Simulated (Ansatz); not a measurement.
# AlBH2+ (doublet): the correlation ladder, def2-QZVPP

One table from this session's results is given with a row withheld; the runs are named, their logs left out.

The runs use Ansatz 0.2.0, Gaussian basis; def2-QZVPP, core rule «outside noble gas», up to 6 orbitals frozen.

To be run: UHF; ROHF; CCSD(T) on UHF.

2 further runs of the same task are left out: 2 set aside as unsound or not needed.

### What is computed

The geometry is a PBE0/def2-TZVP stationary point (not a proven minimum) of the parent state, kept for this charge and spin.

4 atoms, charge 1, spin multiplicity 2.

Atoms are counted from 1 here; the program's logs count them from 0.

Bond lengths: B1–Al2 2.058 Å, B1–H3 1.195 Å, B1–H4 1.195 Å. Angles: Al2–B1–H3 115.6°, Al2–B1–H4 115.6°, H3–B1–H4 128.7°.

As a file:

```
B     0.0000    0.0000    1.3689
Al    0.0000    0.0000   -0.6894
H     0.0000    1.0776    1.8859
H     0.0000   -1.0776    1.8859
```

Set-up of the first run:

Contents of in.yaml:

```yaml
crystal:
  periodic: [false, false, false]
  atoms:
    - {symbol: B, position_ang: [0.000000, 0.000000, 1.368886]}
    - {symbol: Al, position_ang: [0.000000, 0.000000, -0.689391]}
    - {symbol: H, position_ang: [0.000000, 1.077612, 1.885924]}
    - {symbol: H, position_ang: [0.000000, -1.077612, 1.885924]}
basis:
  gaussian: {orbitals: "def2-QZVPP.json"}
total_charge: 1
magnetization: {spin_polarized: true, initial_magnetization: 1}
hamiltonian: {xc: hf}
output: {orbitals: {seedname: orbitals}}
```

The run is started by

```console
ansatz run in.yaml --threads 1 --pin off --events-out ev --progress --plain --max-ram 2393MiB
```

Among the steps run: UHF; ROHF; CCSD(T) on UHF.

One table of the session follows, with a row left open; its other results are not shown here.

It belongs to the step «Misses and costs». 

| method | from UCCSD(T) (kJ/mol) |
| --- | --- |
| ROHF | +432.3 |
| UHF | +419.3 |
| UMP2 | ? |
| UCCSD | +12.0 |
| UCCSD(T) | 0 |

Q: Estimate the row for UMP2 from the others.

The run gave: from UCCSD(T) (kJ/mol): +79.0. In the column «from UCCSD(T) (kJ/mol)» it lies between UCCSD (+12.0) and UHF (+419.3).
